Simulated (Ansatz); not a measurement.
# BSiH2 (quartet): the correlation ladder, def2-TZVPP

An exercise on one series of results from a longer session: the logs are not shown, and one member is left open.

Method: def2-TZVPP, core rule «outside noble gas», up to 6 orbitals frozen; program: Ansatz 0.2.0, Gaussian basis.

To be run: UHF; ROHF; CCSD(T) on UHF.

2 further runs of the same task are left out: 2 set aside as unsound or not needed.

## The system

The geometry is a PBE0/def2-TZVP stationary point (not a proven minimum) of the parent state, kept for this charge and spin.

4 atoms, charge 0, spin multiplicity 4.

Atoms are counted from 1 here; the program's logs count them from 0.

Bond lengths: Si1–B2 1.844 Å, B2–H3 1.322 Å, B2–H4 1.185 Å. Angles: Si1–B2–H3 66.1°, Si1–B2–H4 177.9°, H3–B2–H4 116.0°.

Set-up of the first run:

File in.yaml:

```yaml
crystal:
  periodic: [false, false, false]
  atoms:
    - {symbol: Si, position_ang: [0.000000, -0.005322, 0.594837]}
    - {symbol: B, position_ang: [0.000000, -0.077872, -1.247918]}
    - {symbol: H, position_ang: [0.000000, 1.150544, -0.760155]}
    - {symbol: H, position_ang: [0.000000, -0.167010, -2.429569]}
basis:
  gaussian: {orbitals: def2-TZVPP}
magnetization: {spin_polarized: true, initial_magnetization: 3}
hamiltonian: {xc: hf}
output: {orbitals: {seedname: orbitals}}
```

Command:

```bash
$ ansatz run in.yaml --threads 1 --pin off --events-out ev --progress --plain --max-ram 4096MiB --backend cpu
```

Steps of the session up to this table: UHF; ROHF; CCSD(T) on UHF.

One of the session's tables, all rows but one given; the rest of the session is left out.

| method | from UCCSD(T) (kcal/mol) |
| --- | --- |
| ROHF | +137.86 |
| UHF | +135.30 |
| UMP2 | ? |
| UCCSD | +6.46 |
| UCCSD(T) | 0 |

Estimate the missing values for UMP2.

The run gave: from UCCSD(T) (kcal/mol): +26.20. In the column «from UCCSD(T) (kcal/mol)» it lies between UCCSD (+6.46) and UHF (+135.30).
